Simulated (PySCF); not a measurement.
**Chlorine: a sound run and one with changed settings**

Sound run: Cl [Ne] 3s2 3p5, Cl⁺ [Ne] 3s2 3p4. Computed with PySCF 2.14 in cc-pV(D+d)Z (4s3p2d, 23 functions), with the non-relativistic Hamiltonian (point nucleus). The sound run starts from symmetry-adapted Hartree-Fock orbitals and uses a fine grid where one is needed.

Changed run: 6 angular points. This setting is unsound on purpose.

```csv
species,method,sound run (hartree),changed run (hartree),converged
Cl,UHF,-459.47140,-459.47140,yes
Cl,LDA,-458.63852,-458.68085,yes
Cl,r2SCAN,-460.10921,-460.23007,yes
Cl⁺,UHF,-459.03729,-459.03729,yes
Cl⁺,LDA,-458.15520,-458.20650,yes
Cl⁺,r2SCAN,-459.63036,-459.78444,yes
```

Ionisation energy of Cl:

```
method  sound run (eV)  changed run (eV)
   UHF          11.813            11.813
   LDA          13.152            12.908
```

A coarse angular grid integrates products of high-l functions wrongly, so density functionals can shift, and the SCF can exploit the error; Hartree-Fock and MP2 need no grid.

For comparison, NIST gives 12.968 eV between the lowest levels.
